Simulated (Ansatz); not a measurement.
**Crystal structures of rhodium under r²SCAN**

Computed with DFT, r2SCAN, plane waves (500 eV) with PAW, scalar-relativistic (Ansatz 0.2.0). The PAW files were generated under PBE, with cores re-solved for the functional.

Each structure is relaxed within its own symmetry, so a high-lying one may be dynamically unstable.

```csv
structure,ΔE (meV/atom),V (Å³/atom),cell,magnetic state
fcc,0,13.72,a = 3.800 Å,non-magnetic
dhcp,23,13.74,"a = 2.689 Å, c = 8.781 Å (c/a = 3.266)",non-magnetic
hcp,47,13.77,"a = 2.701 Å, c = 4.358 Å (c/a = 1.613)",non-magnetic
omega (AlB2-type),229,14.37,"a = 4.327 Å, c = 2.658 Å (c/a = 0.614)","ferromagnetic, net 0.91 μB per atom"
A15,316,14.21,a = 4.845 Å,spin not included
bcc,330,14.30,a = 3.058 Å,"ferromagnetic, net 0.86 μB per atom"
simple cubic,796,15.86,a = 2.512 Å,non-magnetic
diamond,1124,20.40,a = 5.465 Å,spin not included
```

ΔE counts from fcc.

Differences under about 8 meV lie within the error of the k-point mesh.
